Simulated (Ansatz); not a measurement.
# SiNHO (triplet): from Hartree-Fock to the top rungs, def2-TZVPP

The task here is to estimate one member of a computed series from the others.

Computed with Ansatz 0.2.0, Gaussian basis. Level: def2-TZVPP, core rule «outside noble gas», up to 7 orbitals frozen.

The runs, in order: UHF; ROHF; CCSD(T) on UHF.

2 further runs of the same task are left out: 2 set aside as unsound or not needed.

## What is computed

The geometry is a PBE0/def2-TZVP stationary point (not a proven minimum).

4 atoms, charge 0, spin multiplicity 3.

Atoms are counted from 1 here; the program's logs count them from 0.

Bond lengths: O1–N2 1.272 Å, N2–Si3 1.774 Å, N2–H4 1.026 Å. Angles: O1–N2–Si3 124.5°, O1–N2–H4 113.3°, Si3–N2–H4 122.2°.

As a file:

```
O     0.0000   -0.3375    1.5302
N     0.0000    0.4474    0.5290
Si    0.0000   -0.0826   -1.1639
H     0.0000    1.4397    0.7914
```

Set-up of the first run:

in.yaml reads:

```yaml
crystal:
  periodic: [false, false, false]
  atoms:
    - {symbol: O, position_ang: [0.000000, -0.337465, 1.530169]}
    - {symbol: N, position_ang: [0.000000, 0.447419, 0.529033]}
    - {symbol: Si, position_ang: [0.000000, -0.082561, -1.163926]}
    - {symbol: H, position_ang: [0.000000, 1.439714, 0.791361]}
basis:
  gaussian: {orbitals: def2-TZVPP}
magnetization: {spin_polarized: true, initial_magnetization: 2}
hamiltonian: {xc: hf}
output: {orbitals: {seedname: orbitals}}
```

On the command line:

```
> ansatz run in.yaml --threads 1 --pin off --events-out ev --progress --plain --max-ram 4096MiB --backend cpu
```

Among the steps run: UHF; ROHF; CCSD(T) on UHF.

One of the session's tables, all rows but one given; the rest of the session is left out.

| method | from UCCSD(T) (meV) |
| --- | --- |
| ROHF | +14845.8 |
| UHF | ? |
| UMP2 | +1418.1 |
| UCCSD | +596.4 |
| UCCSD(T) | 0 |

**Question.** Estimate the row for UHF.

The run gave: from UCCSD(T) (meV): +14483.9. In the column «from UCCSD(T) (meV)» it lies between UMP2 (+1418.1) and ROHF (+14845.8).

With the free atoms at the same levels and basis (separate runs), the atomisation energy is 10.593 eV at UCCSD(T), 5.687 eV at ROHF.
